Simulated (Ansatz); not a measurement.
# CH₄BO+: single points off equilibrium

The task here is to estimate one member of a computed series from the others.

The runs use Ansatz 0.2.0, Gaussian basis; single points in def2-TZVPP.

Correlated methods freeze the cores.

## The system as given

SMILES `CB=[OH+]`, 7 atoms, charge 1, spin multiplicity 1.

Atoms are counted from 1 here; the program's logs count them from 0.

Bond lengths: C1–B2 1.384 Å, C1–H4 1.080 Å, C1–H5 1.196 Å, C1–H6 1.167 Å, B2–O3 1.330 Å, O3–H7 0.893 Å. Angles: B2–C1–H4 117.7°, B2–C1–H5 108.8°, B2–C1–H6 121.3°, H4–C1–H5 103.6°, H4–C1–H6 102.0°, H5–C1–H6 100.9°, C1–B2–O3 173.3°, B2–O3–H7 169.3°.

Coordinates:

```xyz
7
CH4BO
C    -0.7706    0.4052   -0.1154
B     0.4216   -0.2785    0.0503
O     1.5357   -0.9351    0.3608
H    -1.6828   -0.1736   -0.1338
H    -0.7595    0.9466   -1.1815
H    -1.0624    1.2948    0.5817
H     2.2117   -1.3975    0.7172
```

The first run:

run/in.yaml

```yaml
crystal:
  periodic: [false, false, false]
  atoms:
    - {symbol: C, position_ang: [-0.770600, 0.405200, -0.115400]}
    - {symbol: B, position_ang: [0.421600, -0.278500, 0.050300]}
    - {symbol: O, position_ang: [1.535700, -0.935100, 0.360800]}
    - {symbol: H, position_ang: [-1.682800, -0.173600, -0.133800]}
    - {symbol: H, position_ang: [-0.759500, 0.946600, -1.181500]}
    - {symbol: H, position_ang: [-1.062400, 1.294800, 0.581700]}
    - {symbol: H, position_ang: [2.211700, -1.397500, 0.717200]}
basis:
  gaussian: {orbitals: def2-TZVPP}
total_charge: 1
correlation: {method: ccsd_t}
output: {forces: true}
```

The command line of these runs was not kept.

Among the steps run: CCSD(T)/def2-TZVPP; PBE0-D4/def2-TZVPP; wB97M-V/def2-TZVPP; r2SCAN-D4/def2-TZVPP; PBE-D4/def2-TZVPP; r2SCANh-D4/def2-TZVPP; HSE06-D4/def2-TZVPP.

One table of the session follows, with a row left open; its other results are not shown here.

| method | RMS force component (eV/Å) | angle to CCSD(T) forces (°) |
| --- | --- | --- |
| CCSD(T) | 3.685 | reference |
| PBE0-D4 | 3.605 | 2.4 |
| wB97M-V | 3.605 | 1.8 |
| r2SCAN-D4 | 3.511 | 2.7 |
| PBE-D4 | 3.461 | 4.5 |
| r2SCANh-D4 | ? | ? |
| HSE06-D4 | 3.603 | 2.4 |

**Question.** Estimate the row for r2SCANh-D4.

As computed: RMS force component (eV/Å): 3.557; angle to CCSD(T) forces (°): 2.4. In the column «RMS force component (eV/Å)» it lies between r2SCAN-D4 (3.511) and HSE06-D4 (3.603).
